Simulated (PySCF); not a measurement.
Saddle point of SiH5ClO, closed shell (SiH₃Cl ([SiH3][Cl]) + H₂O → SiH₃ClO ([OH][SiH2][Cl]) + H₂; bonds formed: Si1–O7, H2–H6; bonds broken: Si1–H2, H6–O7), PBE0-D4/def2-TZVP structure:

```json
{"atom": "Si1", "x (Å)": "-0.4641", "y (Å)": "-0.2690", "z (Å)": "-0.2678"}
{"atom": "H2", "x (Å)": "1.0983", "y (Å)": "-0.0275", "z (Å)": "-0.9292"}
{"atom": "H3", "x (Å)": "-0.4411", "y (Å)": "-1.7054", "z (Å)": "-0.6152"}
{"atom": "H4", "x (Å)": "-1.6199", "y (Å)": "-0.0773", "z (Å)": "0.6557"}
{"atom": "Cl5", "x (Å)": "-1.1519", "y (Å)": "0.9792", "z (Å)": "-1.7878"}
{"atom": "H6", "x (Å)": "1.3001", "y (Å)": "0.1969", "z (Å)": "0.1316"}
{"atom": "O7", "x (Å)": "0.7219", "y (Å)": "0.0725", "z (Å)": "1.1196"}
{"atom": "H8", "x (Å)": "0.5568", "y (Å)": "0.8307", "z (Å)": "1.6930"}
```

Energies are electronic, without zero-point energy. Barriers and step energies count from the start structure reached by relaxing down the imaginary mode; all methods use the PBE0-D4 structures, on which another method's saddle can fall below an end. PySCF 2.14 with density fitting (its default auxiliary sets; JK sets also for MP2 and CCSD(T)); basis: def2-TZVPP, with def2-QZVPP for the basis limit; cores frozen in the correlated methods. B3LYP uses VWN-RPA correlation. Extrapolation: Hartree–Fock as exp(−7.88 √X), correlation as X^−2.97.

| method | barrier (kJ/mol) | step energy (kJ/mol) |
| --- | --- | --- |
| SPW92 | 106.2 | -57.7 |
| PBE-D4 | 138.3 | -63.2 |
| r2SCAN-D4 | 148.1 | -72.1 |
| PBE0-D4 | 154.3 | -62.5 |
| B3LYP-D4 | ? | -70.0 |
| BHLYP-D4 | ? | -69.4 |
| wB97M-V | ? | -67.3 |
| HF | 234.4 | -69.6 |
| MP2 | 168.6 | -73.3 |
| CCSD | 185.5 | -65.9 |
| CCSD(T) | 175.7 | -67.2 |

**Question.** Fill in the withheld barriers. (Judge from chemistry; the value comes from the calculation.)

**Answer.** By the calculation: B3LYP-D4 166.7; BHLYP-D4 185.3; wB97M-V 165.3 kJ/mol. Each is the energy of the saddle less that of the start structure, by the same method.

For comparison, the barrier by CCSD(T) at an estimated basis limit (MP2 extrapolated from triple and quadruple zeta, plus CCSD(T) − MP2 in triple zeta) is 172.6 kJ/mol.

T1 diagnostic: at most 0.011. The start structure is not quite a true minimum (one mode of 53i cm⁻¹).

Labels in which every atom is bracketed show which atoms are joined, not bond orders.

For scale, one of the runs: CCSD(T)/def2-TZVPP, 185 basis functions, launched by `OMP_NUM_THREADS=4 python run.py`. Hardware: 4 CPU threads of an Arm Neoverse V2, shared host. Wall time 3.7 min; peak host memory 1.9 GiB.
